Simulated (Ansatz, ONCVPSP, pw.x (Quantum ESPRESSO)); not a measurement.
pw.x on fcc W: one setting changed

Potential: optimised norm-conserving Vanderbilt (ONCV), ONCVPSP 4.0.1.1 (patched build), LDA (Perdew-Wang 92); core [Kr] 4d10 4f14 5s2, reference 5p6 5d4 6s2; waves: 6s: rc 2.90 bohr, ncon 4, nbas 8, qcut 2.8 1/bohr, 2 projectors, debl 3.8 Ha; 5p: rc 2.05 bohr, ncon 4, nbas 8, qcut 7.8 1/bohr, 2 projectors, debl 2.9 Ha; 5d: rc 2.10 bohr, ncon 4, nbas 8, qcut 7.1 1/bohr, 3 projectors, debl 0.9 Ha; local part: polynomial inside 1.80 bohr (lpopt 5, dvloc0 0 Ha); core correction: Teter function, fcfact 3.75, rcfact 1.25.

The reference run (k-mesh 14³, cutoffs 50/200 Ry, Fermi–Dirac 0.01 Ry, mixing_beta 0.4, conv_thr 1e-9, no spin) gives -3.64 GPa at 15.687 Å³/atom, where all-electron LAPW gives 0.24 GPa. This run, with its own iteration cap, changes smearing to gauss.

```
&control
  calculation='scf', prefix='x', pseudo_dir='./', outdir='./tmp', tstress=.true., disk_io='none'
/
&system
  ibrav=0, nat=1, ntyp=1, ecutwfc=50, ecutrho=200, nbnd=14,
  occupations='smearing', smearing='gauss', degauss=0.01
/
&electrons
  conv_thr=1e-09, mixing_beta=0.4, electron_maxstep=50
/
ATOMIC_SPECIES
W 1.0 W.UPF
CELL_PARAMETERS angstrom
  0.00000000 1.98687235 1.98687235
  1.98687235 0.00000000 1.98687235
  1.98687235 1.98687235 0.00000000
ATOMIC_POSITIONS crystal
W 0.0000 0.0000 0.0000
K_POINTS automatic
14 14 14 0 0 0
```

```bash
pw.x < W.scf.in > W.scf.out
```

Problem. How does the run end?

Solution. It converges in 6 iterations; the free energy moves by +29.8 meV/atom and the pressure by -0.28 GPa. Gaussian smearing of the same width is narrower in effect than Fermi–Dirac, so its quadratic term in F is smaller.

```
Message from routine setup:
     using ibrav=0 with symmetry is DISCOURAGED, use correct ibrav instead
     lattice parameter (alat)  =       5.3099  a.u.
     unit-cell volume          =     105.8611 (a.u.)^3
     number of electrons       =        12.00
     number of Kohn-Sham states=           14
     kinetic-energy cutoff     =      50.0000  Ry
     charge density cutoff     =     200.0000  Ry
     scf convergence threshold =      1.0E-09
     Exchange-correlation= SLA  PW   NOGX NOGC
     number of k points=   104  Gaussian smearing, width (Ry)=  0.0100
     iteration #  1     ecut=    50.00 Ry     beta= 0.40
     total energy              =     -99.16771704 Ry
     estimated scf accuracy    <       0.03134725 Ry
     iteration #  2     ecut=    50.00 Ry     beta= 0.40
     total energy              =     -99.16732540 Ry
     estimated scf accuracy    <       0.00515021 Ry
     iteration #  3     ecut=    50.00 Ry     beta= 0.40
     total energy              =     -99.16785402 Ry
     estimated scf accuracy    <       0.00024787 Ry
     iteration #  4     ecut=    50.00 Ry     beta= 0.40
     total energy              =     -99.16787411 Ry
     estimated scf accuracy    <       0.00000359 Ry
     iteration #  5     ecut=    50.00 Ry     beta= 0.40
     total energy              =     -99.16787547 Ry
     estimated scf accuracy    <       0.00000017 Ry
     iteration #  6     ecut=    50.00 Ry     beta= 0.40
     the Fermi energy is    20.4985 ev
!    total energy              =     -99.16787551 Ry
     estimated scf accuracy    <          5.4E-10 Ry
     smearing contrib. (-TS)   =      -0.00080863 Ry
     The total energy is F=E-TS. E is the sum of the following terms:
     one-electron contribution =      -0.28081110 Ry
     hartree contribution      =       8.80125782 Ry
     xc contribution           =     -19.76705614 Ry
     ewald contribution        =     -87.92045745 Ry
     convergence has been achieved in   6 iterations
          total   stress  (Ry/bohr**3)                   (kbar)     P=      -39.22
     Message from routine punch:
     Nothing written, as per user request (disk_io='none')
```

The run took about 15 s on one core of a shared host (Neoverse-N1, 64 threads, 124 GiB, load 58).
